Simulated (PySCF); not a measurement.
# C5H9N: core ionisation energies

C5H9N.
SMILES with atom numbers: `[CH3:1][CH:2]([CH3:3])[C@H:4]1[CH:5]=[N:6]1`

Geometry (PBE0-D3(BJ)/def2-SVP, Å), atoms numbered from 1 in this order:
```xyz
15
C5H9N angstrom
C     -0.7604    1.0975   -0.9706
C     -0.3603   -0.0799   -0.0875
C     -0.7980    0.1188    1.3602
C      1.1327   -0.3093   -0.1642
C      1.7403   -1.6183   -0.2647
N      1.7040   -1.0320   -1.3716
H     -0.2786    2.0271   -0.6243
H     -0.4536    0.9286   -2.0135
H     -1.8494    1.2601   -0.9527
H     -0.8491   -0.9892   -0.4801
H     -0.3081    1.0031    1.8007
H     -1.8856    0.2758    1.4291
H     -0.5398   -0.7510    1.9841
H      1.7406    0.5342    0.2003
H      2.0723   -2.5746    0.1490
```

Theory: PySCF 2.14.0, delta-SCF UKS SCAN, pcX-2 on the ionised atom, pcseg-1 elsewhere, spin-free X2C. Vertical ΔSCF values, vacuum level as zero.

Task: Give the core binding energies atom by atom.

Result: 
```
atom(s)                   environment  level  binding energy (eV)  above the level's lowest (eV)  count
     C1                 methyl carbon   C 1s               290.42                           0.00      1
     C2                 sp3 CH carbon   C 1s               290.68                          +0.26      1
     C3                 methyl carbon   C 1s               290.58                          +0.16      1
     C4  sp3 carbon bound to nitrogen   C 1s               291.50                          +1.08      1
     C5                    C=N carbon   C 1s               292.16                          +1.74      1
     N6                  C=N nitrogen   N 1s               405.07                           0.00      1
```

Lowest listed C 1s: C1, bonded to C and 3 H. Highest, 1.74 eV above it: C5, bonded to N (double bond), C and H. Summing the Pauling electronegativity differences to the bonded atoms, each weighted by its formal bond order, gives -1.05 for the lowest site and +0.63 for the highest; no listed site has a larger sum than the highest.

Task: Which photon energy gives electrons from C 1s of C5 a kinetic energy of 200 eV, and what is their de Broglie wavelength?

Result: hν = 292.16 + 200 = 492.16 eV, recoil neglected; λ = 12.264 Å/√(E/eV) = 0.87 Å.

Task: Which effective nuclear charge Zeff reproduces each element's mean 1s value in the hydrogen-like formula E = 13.606 eV × Zeff²?

Result: C (Z = 6): mean 291.1 eV, Zeff = 4.63, Z − Zeff = 1.37; N (Z = 7): mean 405.1 eV, Zeff = 5.46, Z − Zeff = 1.54. Means run over the listed sites, weighted by atom count.

The unrestricted hole states depart most from a pure doublet (⟨S²⟩ = 0.75; over 0.85 named) for C 1s of C5 (0.92), which makes this value less certain. Isolated species at its PBE0-D3(BJ)/def2-SVP geometry (one conformer only).
